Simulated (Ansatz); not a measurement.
**Structure relaxation of RbCu2**

Level of theory: DFT PBE, scalar-relativistic, plane waves, PAW in Ansatz 0.2.0. Cutoff 420 eV, Γ-centred k mesh, Gaussian smearing, no spin polarisation in the final step.

RbCu2 was placed on the fluorite structure type (Fm-3m, No. 225), with Rb in place of Ca, Cu in place of F, at a guessed volume.

```
Rb Cu
1.0
     0.00000    3.19445    3.19445
     3.19445    0.00000    3.19445
     3.19445    3.19445    0.00000
Rb Cu
1 2
Direct
  0.00000 0.00000 0.00000
  0.25000 0.25000 0.25000
  0.75000 0.75000 0.75000
```

Steps on the 6×6×6 mesh (3 atoms). 9 of 9 steps are shown, and the free energy counts from the last. Trial steps that were taken back and renewals of the plane-wave basis can be among the rows.

```tsv
step	ΔF (meV/atom)	V (Å³/atom)	P (GPa)
1	427.7	21.73	14.03
2	208.2	25.07	7.69
3	87.8	28.73	3.08
4	63.5	31.84	-0.59
5	62.6	31.29	0.09
6	33.5	31.29	2.12
7	15.6	33.00	1.35
8	0.7	36.43	0.22
9	0.0	36.43	0.20
```

A final relaxation ran on a 10×10×10 mesh. The relaxed crystal, Fm-3m (No. 225):

```cif
data_structure
_symmetry_space_group_name_H-M 'Fm-3m'
_symmetry_Int_Tables_number 225
_cell_length_a 7.6499
_cell_length_b 7.6499
_cell_length_c 7.6499
_cell_angle_alpha 90.000
_cell_angle_beta 90.000
_cell_angle_gamma 90.000
_cell_volume 447.67
loop_
_atom_site_label
_atom_site_type_symbol
_atom_site_symmetry_multiplicity
_atom_site_Wyckoff_symbol
_atom_site_fract_x
_atom_site_fract_y
_atom_site_fract_z
_atom_site_occupancy
Rb1 Rb 4 a 0.00000 0.00000 0.00000 1
Cu1 Cu 8 c 0.25000 0.75000 0.75000 1
```

```json
{"Volume per atom": "37.31 Å³", "Density": "3.15 g/cm³", "Energy over the elements": "1.25 eV/atom", "Gap on the 10×10×10 mesh": "0 eV (a metal)"}
```

The zero of energy is the elements' standard structures at the same level; no fitted shifts are applied.

The final run used a 10×10×10 mesh on its 3-atom cell and 0.10 eV smearing. The k mesh leaves about 4 meV/atom of noise in metals.

Symmetry constrained the relaxation, so the result can be a saddle point.

Cost: 3 runs of about 1.1 core-minutes in all, on Arm Neoverse V1 (shared hosts).